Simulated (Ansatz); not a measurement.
Energy profile

The step: CH₅AlO ([CH3][O][AlH2]) → CH₂O ([CH2][O]) + AlH₃ (still joined by a long Al–O bond); bonds formed: Al1–H4; bonds broken: C3–H4; bonds weakened to dative contacts: Al1–O2 (atoms numbered as in the saddle structure below).

Al1  (-1.123, -0.223, 0.362)
O2  (0.296, -0.444, -1.052)
C3  (1.206, 0.158, -0.486)
H4  (-0.300, 1.034, 1.014)
H5  (-2.344, 0.213, -0.550)
H6  (-1.054, -1.563, 1.213)
H7  (1.593, -0.159, 0.491)
H8  (1.725, 0.984, -0.992)
(Å)

Electronic energies by CCSD(T) at an estimated basis limit (MP2 extrapolated from triple and quadruple zeta, plus CCSD(T) − MP2 in triple zeta), on PBE0-D4/def2-TZVP structures; CH$_{5}$AlO, singlet; no counterpoise correction. Computed with Ansatz 0.2.0 (basis: def2-TZVPP and def2-QZVPP); correlated methods freeze the cores. Extrapolation: Hartree–Fock as exp(−7.88 √X), correlation as X^−2.97.

**Question.** Give the profile in kJ/mol, counted from the start structure. (An estimate is asked for; the value comes from the calculation.)

**Answer.** By the calculation:
```json
{"point": "start structure", "kJ/mol": "0.0"}
{"point": "saddle", "kJ/mol": "205.6"}
{"point": "end structure", "kJ/mol": "160.6"}
{"point": "separated: AlH$_{3}$ (Al1, H4, H5, H6; singlet) + CH$_{2}$O (linked as [CH2][O]; O2, C3, H7, H8; singlet)", "kJ/mol": "247.9"}
```

No T1 diagnostic of these runs exceeds 0.019.

Such eliminations are a main way in which metal alkyl precursors decompose in metal-organic vapour deposition.

For scale, one of the runs: CCSD(T)/def2-TZVPP, 174 basis functions, launched by `ansatz run in.yaml --threads 2 --pin off --events-out ev --progress --plain --max-ram 4352MiB`. Hardware: 2 CPU threads of an Intel Xeon Platinum 8259CL, shared host. Wall time 21 s; peak host memory 1.5 GiB.
